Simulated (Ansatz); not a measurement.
Input file:

```yaml
crystal:
  periodic: [false, false, false]
  atoms:
    - {symbol: B, position_ang: [0.000000, 0.000000, 0.000000]}
    - {symbol: H, position_ang: [0.000000, 0.000000, 1.205800]}
basis:
  gaussian: {orbitals: aug-cc-pVDZ}
total_charge: -1
magnetization: {spin_polarized: false, initial_magnetization: 3}
correlation: {method: fci, electrons: outside_noble_gas}
```

```sh
$ ansatz run in.yaml --threads 1 --pin off --events-out ev --progress --plain --max-ram 2393MiB
```

Output:

```
503 factors; integrals over basis functions are off by at most 2.1e-7 eV
mean field evaluation 1: about -676.0341 eV, gradient 1.8e1 eV
mean field evaluation 2: about -676.0564 eV, gradient 1.8e1 eV
mean field evaluation 4: about -682.9641 eV, gradient 4.1e0 eV
mean field evaluation 8: about -683.2693 eV, gradient 2.3e-1 eV
mean field evaluation 16: about -683.2777 eV, gradient 4.9e-1 eV
mean field evaluation 32: about -683.0532 eV, gradient 2.0e0 eV
mean field -683.29065748 eV, -25.1104685115 hartree, gradient 2.0e-6 eV, S^2 3.750000; 4 other end points of the search recorded, 0 dependent functions left out
1 core orbitals not correlated: weight in the atoms' cores, before any rotation towards them, 1.000 or more for the frozen orbitals, at most 0.000 for the correlated occupied ones
reference -683.29065748 eV, -25.1104685115 hartree; 4, 1 occupied and 27, 30 virtual orbitals, 503 factors
state -685.44410388 eV, -25.1896062067 hartree
Total energy: -685.44410388 eV, -25.1896062067 hartree
```

Natural occupations: 1.9448 0.9877 0.9733 0.9733 0.0218 0.0218 0.0214 0.0116 0.0087 0.0075 0.0075 0.0058 0.0058 0.0019 0.0010 0.0010 0.0008 0.0008 0.0008 0.0005 0.0004 0.0004 0.0004 0.0004.

Ran on 1 thread of AMD EPYC, shared host: 36 s wall, 0.13 GiB peak host memory.
